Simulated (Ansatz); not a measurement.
## Four-centre ligand exchange

Start structure (Si$_{2}$NH$_{9}$, singlet), relaxed at PBE0-D4/def2-TZVP:

| atom | x (Å) | y (Å) | z (Å) |
| --- | --- | --- | --- |
| Si1 | 0.0395 | -0.2752 | 0.1873 |
| H2 | 1.3784 | 0.3264 | -0.0361 |
| H3 | -0.5829 | -0.6697 | -1.1017 |
| H4 | -0.8404 | 0.6596 | 0.9332 |
| Si5 | 0.3176 | -2.2107 | 1.4849 |
| H6 | 0.2432 | 2.2733 | -2.3814 |
| N7 | -0.3310 | 2.3035 | -1.5477 |
| H8 | 0.9434 | -1.8920 | 2.7992 |
| H9 | -0.9916 | -2.8702 | 1.7531 |
| H10 | 1.1916 | -3.2001 | 0.7935 |
| H11 | -0.0761 | 3.1399 | -1.0367 |
| H12 | -1.2918 | 2.4150 | -1.8475 |

The step: Si₂H₆ ([SiH3][SiH3]) + NH₃ → Si₂NH₇ ([NH2][SiH2][SiH3]) + H₂; bonds formed: Si1–N7, H2–H6; bonds broken: Si1–H2, H6–N7. Program: Ansatz 0.2.0. Basis: def2-TZVPP and def2-QZVPP. Cores are frozen in the correlated methods. Extrapolation: Hartree–Fock as exp(−7.88 √X), correlation as X^−2.97. Energies below are by CCSD(T) at an estimated basis limit (MP2 extrapolated from triple and quadruple zeta, plus CCSD(T) − MP2 in triple zeta).

Q: What are the electronic barrier and the energy of the step, from the start structure to the end structure? (Judge from chemistry; the value comes from the calculation.)

A: The calculation gives: Barrier 44.14 kcal/mol; step energy -2.85 kcal/mol (downhill); reverse barrier, their difference, 46.99 kcal/mol. Barrier and step energy count from the start structure, the reverse barrier from the end structure.

The saddle point: One imaginary mode of 1232i cm⁻¹.
```tsv
pair	start (Å)	saddle (Å)	end (Å)
Si1–N7	3.13	1.88	1.73
H2–H6	3.25	1.20	0.75
Si1–H2	1.48	1.96	4.28
H6–N7	1.01	1.18	2.72
```

Zero-point energy (harmonic, PBE0-D4): ZPE is 53.23 kcal/mol at the start and 51.29 kcal/mol at the saddle, so the barrier goes from 44.14 to 42.19 kcal/mol.

No T1 diagnostic of these runs exceeds 0.013.

Labels in which every atom is bracketed show which atoms are joined, not bond orders.

For scale, one of the runs: CCSD(T)/def2-TZVPP, 241 basis functions (an equivalent command: `ansatz run in.yaml --threads 4`). Time: 110 s of wall clock on 4 CPU threads; the host was shared. Peak host memory: 4.3 GiB.
